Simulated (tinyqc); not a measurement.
LCCD on RHF in the sto-3g basis, frozen core, for H3O+, spin multiplicity 1, step by step (part 3 of 3). Computed by tinyqc, a small Python program that keeps every step (integrals from PySCF). Command: `OMP_NUM_THREADS=1 python tinyqc.py 29663 29664 out.jsonl` (the two numbers bound the seeds that draw the settings). One thread of a shared host (Intel(R) Xeon(R) Processor @ 2.60GHz), about 0.1 s of CPU time with the checks.

Geometry (angstrom):
```
atom          x          y         z
O      0.000000   0.000000  0.242000
H      0.892000   0.000000  0.000000
H     -0.446000   0.772000  0.000000
H     -0.446000  -0.772000  0.000000
```

## Integrals over molecular orbitals

coefficients C:
```
              MO1        MO2        MO3        MO4        MO5        MO6        MO7        MO8
1O 1s    0.993827  -0.239499   0.000000  -0.000073  -0.053247  -0.168588  -0.000267   0.000000
1O 2s    0.029218   0.862232   0.000000   0.000369   0.260931   1.172704   0.002129   0.000000
1O 2px  -0.000005  -0.000195   0.000000   0.710385  -0.000151   0.001166  -0.962740   0.000000
1O 2py   0.000000   0.000000   0.710401   0.000000   0.000000   0.000000   0.000000   0.962800
1O 2pz  -0.002721  -0.111730   0.000000   0.000116   0.962401  -0.331233  -0.000598   0.000000
2H 1s   -0.005576   0.095337   0.000000   0.388526  -0.065572  -0.683544   1.050502   0.000000
3H 1s   -0.005582   0.095442   0.336502  -0.194236  -0.065486  -0.681471  -0.526912  -0.910990
4H 1s   -0.005582   0.095442  -0.336502  -0.194236  -0.065486  -0.681471  -0.526912   0.910990
```

core Hamiltonian H = T + V (hartree):
```
             1O 1s      1O 2s     1O 2px     1O 2py     1O 2pz      2H 1s      3H 1s      4H 1s
1O 1s   -33.333421  -7.757787   0.000022   0.000000   0.013091  -1.926210  -1.928089  -1.928089
1O 2s    -7.757787  -9.933968   0.000217   0.000000   0.151931  -4.177900  -4.180711  -4.180711
1O 2px    0.000022   0.000217  -8.193526   0.000000  -0.000063  -2.738070   1.370358   1.370358
1O 2py    0.000000   0.000000   0.000000  -8.193518   0.000000   0.000000  -2.371874   2.371874
1O 2pz    0.013091   0.151931  -0.000063   0.000000  -8.032638   0.790715   0.791421   0.791421
2H 1s    -1.926210  -4.177900  -2.738070   0.000000   0.790715  -5.540324  -1.685365  -1.685365
3H 1s    -1.928089  -4.180711   1.370358  -2.371874   0.791421  -1.685365  -5.542142  -1.687204
4H 1s    -1.928089  -4.180711   1.370358   2.371874   0.791421  -1.685365  -1.687204  -5.542142
```

Given earlier and not repeated: Two-electron integrals (ij|kl) in chemists' order.

(pq|rs) = sum C_ip C_jq C_kr C_ls (ij|kl), one index at a time.

one-electron integrals over orbitals h = C^T H C (hartree):
```
            1          2          3          4          5          6          7          8
1  -33.314879   0.570077   0.000000   0.000181   0.121171   0.381564   0.000598   0.000000
2    0.570077  -8.314968   0.000000   0.000007  -0.099369  -1.476299  -0.002693   0.000000
3    0.000000   0.000000  -7.276032   0.000000   0.000000   0.000000   0.000000  -1.707587
4    0.000181   0.000007   0.000000  -7.275687  -0.000169  -0.002824   1.707961   0.000000
5    0.121171  -0.099369   0.000000  -0.000169  -7.945993   0.423411   0.000348   0.000000
6    0.381564  -1.476299   0.000000  -0.002824   0.423411  -5.177984   0.000444   0.000000
7    0.000598  -0.002693   0.000000   1.707961   0.000348   0.000444  -5.672079   0.000000
8    0.000000   0.000000  -1.707587   0.000000   0.000000   0.000000   0.000000  -5.672212
```

Two-electron integrals over orbitals (pq|rs), unique and non-zero (hartree); the lowest 1 orbital is frozen and left out:
```
(22|22) 0.733789    (32|32) 0.143803    (33|22) 0.675023    (33|33) 0.688909
(42|22) -0.000081   (42|33) -0.033624   (42|42) 0.143768    (43|32) -0.033599
(43|43) 0.042527    (44|22) 0.674952    (44|33) 0.603782    (44|42) 0.033678
(44|44) 0.688876    (52|22) -0.025747   (52|33) 0.001479    (52|42) -0.000008
(52|44) 0.001471    (52|52) 0.140289    (53|32) 0.005729    (53|43) 0.002713
(53|53) 0.036434    (54|22) 2.05e-06    (54|33) 0.002724    (54|42) 0.005718
(54|44) -0.002698   (54|52) 0.000035    (54|54) 0.036433    (55|22) 0.740887
(55|33) 0.669219    (55|42) 0.000016    (55|44) 0.669184    (55|52) 0.064790
(55|54) 0.000040    (55|55) 0.882944    (62|22) 0.143695    (62|33) 0.104100
(62|42) 0.000077    (62|44) 0.104054    (62|52) -0.020633   (62|54) 0.000020
(62|55) 0.157139    (62|62) 0.082757    (63|32) -0.009410   (63|43) 0.022819
(63|53) 0.005044    (63|63) 0.050001    (64|22) 0.000266    (64|33) 0.023046
(64|42) -0.009542   (64|44) -0.022626   (64|52) 0.000036    (64|54) 0.005062
(64|55) 0.000307    (64|62) 0.000177    (64|64) 0.050155    (65|22) -0.054532
(65|33) -0.029513   (65|42) 0.000040    (65|44) -0.029477   (65|52) 0.054341
(65|54) 0.000046    (65|55) -0.034884   (65|62) -0.037343   (65|64) -0.000055
(65|65) 0.038026    (66|22) 0.541856    (66|33) 0.519161    (66|42) 0.000275
(66|44) 0.519392    (66|52) -0.045471   (66|54) -0.000032   (66|55) 0.518224
(66|62) 0.059994    (66|64) -0.000053   (66|65) -0.032862   (66|66) 0.481501
(72|22) 0.000280    (72|33) -0.013526   (72|42) -0.044588   (72|44) 0.013878
(72|52) -0.000010   (72|54) -0.014761   (72|55) 0.000289    (72|62) 0.000082
(72|64) -0.037179   (72|65) -0.000065   (72|66) 0.000111    (72|72) 0.051154
(73|32) -0.041995   (73|43) 0.004398    (73|53) 0.003286    (73|63) 0.023070
(73|73) 0.034158    (74|22) -0.153635   (74|33) -0.129432   (74|42) 0.041937
(74|44) -0.120702   (74|52) -0.028488   (74|54) -0.003297   (74|55) -0.185562
(74|62) -0.083110   (74|64) -0.023221   (74|65) 0.018702    (74|66) -0.045246
(74|72) 0.000697    (74|74) 0.143040    (75|22) -0.000038   (75|33) 0.008599
(75|42) -0.030946   (75|44) -0.008664   (75|52) 0.000097    (75|54) -0.023571
(75|55) -0.000013   (75|62) -0.000058   (75|64) 0.008835    (75|65) 0.000018
(75|66) -0.000111   (75|72) 0.009040    (75|74) -0.011094   (75|75) 0.027277
(76|22) 0.000027    (76|33) 0.040493    (76|42) -0.101919   (76|44) -0.040634
(76|52) -0.000054   (76|54) 0.006725    (76|55) -0.000054   (76|62) -0.000012
(76|64) 0.043711    (76|65) -0.000069   (76|66) -0.000351   (76|72) 0.001484
(76|74) -0.049879   (76|75) 0.024446    (76|76) 0.118029    (77|22) 0.591698
(77|33) 0.539799    (77|42) 0.031693    (77|44) 0.612023    (77|52) 0.000139
(77|54) -0.007475   (77|55) 0.588503    (77|62) 0.073301    (77|64) -0.039141
(77|65) -0.017166   (77|66) 0.496627    (77|72) 0.023386    (77|74) -0.066595
(77|75) -0.009828   (77|76) -0.057886   (77|77) 0.590322    (82|32) 0.044546
(82|43) 0.013748    (82|53) 0.014761    (82|63) 0.037191    (82|73) 0.000956
(82|82) 0.051154    (83|22) 0.153545    (83|33) 0.120663    (83|42) 0.042024
(83|44) 0.129429    (83|52) 0.028483    (83|54) -0.003264   (83|55) 0.185526
(83|62) 0.083113    (83|64) -0.022930   (83|65) -0.018661   (83|66) 0.045514
(83|72) 0.001031    (83|74) -0.077595   (83|75) -0.011141   (83|76) -0.050024
(83|77) 0.100595    (83|83) 0.143107    (84|32) 0.042025    (84|43) -0.004376
(84|53) -0.003271   (84|63) -0.022999   (84|73) -0.031474   (84|82) -0.000885
(84|84) 0.034112    (85|32) 0.030940    (85|43) -0.008609   (85|53) 0.023573
(85|63) -0.008790   (85|73) -0.011128   (85|82) 0.009033    (85|84) 0.011127
(85|85) 0.027269    (86|32) 0.101834    (86|43) -0.040410   (86|53) -0.006689
(86|63) -0.043423   (86|73) -0.049975   (86|82) 0.001516    (86|84) 0.049940
(86|85) 0.024401    (86|86) 0.117658    (87|32) 0.032157    (87|43) -0.036280
(87|53) -0.007497   (87|63) -0.039396   (87|73) -0.017301   (87|82) -0.023253
(87|84) 0.017250    (87|85) 0.009915    (87|86) 0.058192    (87|87) 0.048298
(88|22) 0.591770    (88|33) 0.612179    (88|42) -0.032010   (88|44) 0.539690
(88|52) 0.000140    (88|54) 0.007504    (88|55) 0.588533    (88|62) 0.073354
(88|64) 0.039545    (88|65) -0.017209   (88|66) 0.496299    (88|72) -0.023107
(88|74) -0.100720   (88|75) 0.009876    (88|76) 0.058137    (88|77) 0.494548
(88|83) 0.066374    (88|88) 0.590699
```

## LCCD: starting amplitudes

orbital energies (hartree): MO1 -20.879514, MO2 -1.833604, MO3 -1.153235, MO4 -1.153217, MO5 -0.939467, MO6 0.145561, MO7 0.330750, MO8 0.330977

t_ij^ab = <ij||ab> / (e_i + e_j - e_a - e_b), whose energy is MP2.

Starting amplitudes (spin orbitals 1a, 1b, ...; amplitudes related by a flip of all spins are not repeated; the 24 largest):
```
from      to          t
3a 3b  8a 8b  -0.048210
4a 4b  7a 7b  -0.048195
3a 4b  7b 8a  -0.026142
2a 4b  6a 7b   0.023999
2a 3b  6a 8b  -0.023998
2a 2b  6a 6b  -0.020907
4a 4b  6a 6b  -0.019309
3a 3b  6a 6b  -0.019249
5a 5b  6a 6b  -0.017523
3a 4a  7a 8a  -0.015538
2a 4a  6a 7a   0.013263
2a 3a  6a 8a  -0.013259
2a 5b  6a 6b   0.012187
2a 2b  7a 7b  -0.011817
2a 2b  8a 8b  -0.011816
3a 3b  7a 7b  -0.011509
4a 4b  8a 8b  -0.011492
2a 3b  6b 8a   0.010738
5a 5b  7a 7b  -0.010737
2a 4b  6b 7a  -0.010736
5a 5b  8a 8b  -0.010732
3a 4b  7a 8b   0.010604
4a 4b  6a 7b   0.008344
3a 3b  6a 7b  -0.008290
```

correlation energy = -0.04257937 hartree

## LCCD: amplitude update 1

t_ij^ab D_ij^ab are set to the remaining terms of the spin-orbital equations, evaluated with the old amplitudes; for the doubles these are <ij||ab> + 1/2 <ab||ef> t_ij^ef + 1/2 <mn||ij> t_mn^ab + P(ij)P(ab) <mb||ej> t_im^ae, D the orbital-energy denominators (linear CCD).

Amplitudes after update 1 (spin orbitals 1a, 1b, ...; amplitudes related by a flip of all spins are not repeated; the 24 largest):
```
from      to          t
3a 3b  8a 8b  -0.059651
4a 4b  7a 7b  -0.059630
3a 4b  7b 8a  -0.030630
2a 4b  6a 7b   0.028738
2a 3b  6a 8b  -0.028734
4a 4b  6a 6b  -0.024526
3a 3b  6a 6b  -0.024445
2a 2b  6a 6b  -0.022955
5a 5b  6a 6b  -0.020544
3a 4b  7a 8b   0.015695
2a 5b  6a 6b   0.015667
2a 3b  6b 8a   0.015491
2a 4b  6b 7a  -0.015491
3a 4a  7a 8a  -0.014935
3a 3b  7a 7b  -0.013385
4a 4b  8a 8b  -0.013361
2a 4a  6a 7a   0.013247
2a 3a  6a 8a  -0.013243
2a 2b  7a 7b  -0.013065
2a 2b  8a 8b  -0.013064
5a 5b  7a 7b  -0.011634
5a 5b  8a 8b  -0.011628
4a 4b  6a 7b   0.011254
3a 3b  6a 7b  -0.011188
```

correlation energy = -0.05127113 hartree

## LCCD: convergence

E_corr = 1/4 sum <ij||ab> t_ij^ab; stop when the norm of the change is below 1e-8.

Course of the amplitude iterations:
```
update  correlation energy (hartree)  norm of the change
0                        -0.04257937                   -
1                        -0.05127113            5.46e-02
2                        -0.05353299            1.79e-02
3                        -0.05423564            6.64e-03
4                        -0.05447782            2.58e-03
5                        -0.05456610            1.03e-03
6                        -0.05459934            4.26e-04
7                        -0.05461214            1.79e-04
8                        -0.05461716            7.65e-05
9                        -0.05461916            3.30e-05
10                       -0.05461996            1.44e-05
11                       -0.05462029            6.28e-06
12                       -0.05462043            2.75e-06
13                       -0.05462049            1.21e-06
14                       -0.05462051            5.32e-07
15                       -0.05462052            2.34e-07
16                       -0.05462052            1.03e-07
17                       -0.05462053            4.54e-08
18                       -0.05462053            2.00e-08
19                       -0.05462053            8.82e-09
```

Converged amplitudes (spin orbitals 1a, 1b, ...; amplitudes related by a flip of all spins are not repeated; the 24 largest):
```
from      to          t
3a 3b  8a 8b  -0.065180
4a 4b  7a 7b  -0.065158
3a 4b  7b 8a  -0.032119
2a 4b  6a 7b   0.030238
2a 3b  6a 8b  -0.030234
4a 4b  6a 6b  -0.026882
3a 3b  6a 6b  -0.026792
2a 2b  6a 6b  -0.023822
5a 5b  6a 6b  -0.021946
3a 4b  7a 8b   0.019553
2a 4b  6b 7a  -0.018272
2a 3b  6b 8a   0.018272
2a 5b  6a 6b   0.017282
3a 3b  7a 7b  -0.013574
4a 4b  8a 8b  -0.013548
2a 2b  7a 7b  -0.013179
2a 2b  8a 8b  -0.013178
3a 4a  7a 8a  -0.012565
4a 4b  6a 7b   0.012534
3a 3b  6a 7b  -0.012462
3a 4b  6a 8b   0.012413
3a 4b  6b 8a  -0.012394
2a 4a  6a 7a   0.011966
2a 3a  6a 8a  -0.011962
```

LCCD total energy = -75.36802651 hartree

Converged in 19 updates.
